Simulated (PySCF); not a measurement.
Members of the series nitrenes, diatomics and small unsaturated species; each row names its spin state. Isolated molecules, 0 K electronic values unless said otherwise. One relaxed conformer stands for each flexible species; it need not be the lowest. Strings in code marks are SMILES.

Quantity: adiabatic spin-state energy, in kJ/mol. HF references are unrestricted for open shells and restricted for singlets.

Level 1: B3LYP/6-31G* // B3LYP-D3(BJ)/def2-TZVP (PySCF)
Level 2: PBE/6-31G* // B3LYP-D3(BJ)/def2-TZVP (PySCF)
Level 3: SVWN5/6-31G* // B3LYP-D3(BJ)/def2-TZVP (PySCF)
Level 4: HF/6-31G* // B3LYP-D3(BJ)/def2-TZVP (PySCF)

```
species                                          level 1  level 2  level 3  level 4
-----------------------------------------------  -------  -------  -------  -------
`C#C`: multiplicity 3 minus multiplicity 1         347.5    345.6    385.6    255.5
`C=N`: multiplicity 3 minus multiplicity 1         263.5    266.4    288.1    175.1
`[Al][Cl]`: multiplicity 3 minus multiplicity 1    295.2    278.6    294.7    210.7
```
